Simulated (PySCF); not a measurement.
Species: C₄H₃O₂ (charge -1).
Structure used (GFN2-xTB), in Å, numbered top down from 1:
```xyz
9
C4H3O2 angstrom
C      1.879    0.382   -0.909
C      0.929   -0.121   -0.372
C     -0.217   -0.686    0.267
C     -1.312    0.479    0.582
O     -2.136    0.662   -0.313
O     -1.191    1.007    1.688
H      2.696    0.848   -1.376
H     -0.696   -1.422   -0.385
H      0.061   -1.144    1.220
```

A PySCF run (density fitting, gas phase, GFN2-xTB geometry) gave HOMO -1.67 eV, LUMO 2.76 eV and E = -304.367 Eh.

Question: Which of these levels was it?
A. PBE0/pcSseg-1
B. wB97X-D/def2-SVPD
C. PBE0/aug-cc-pVDZ

Answer: C. It is PBE0/aug-cc-pVDZ. All candidates on this geometry:

| level and settings | kind | basis functions | SCF cycles | E (Eh) | HOMO (eV) | LUMO (eV) |
| --- | --- | --- | --- | --- | --- | --- |
| PBE0/aug-cc-pVDZ, fitting basis def2-qzvpp-jkfit, damping 0.2 at the start, DIIS from the seventh cycle | global hybrid | 165 | 20 | -304.3672 | -1.67 | 2.76 |
| PBE0/pcSseg-1 | global hybrid | 117 | 14 | -304.2907 | -1.32 | 5.36 |
| wB97X-D/def2-SVPD, grid level 3, energy threshold 1e-06 Eh | range-separated hybrid | 150 | 8 | -304.3564 | -3.60 | 5.72 |

The nearest other candidate, by the summed differences of HOMO and LUMO, is PBE0/pcSseg-1: its HOMO differs by +0.35 eV and its LUMO by +2.60 eV. wB97X-D ran without the empirical dispersion term, which would shift the total energy alone. Cycle counts include a coarse-grid stage where the run had one.
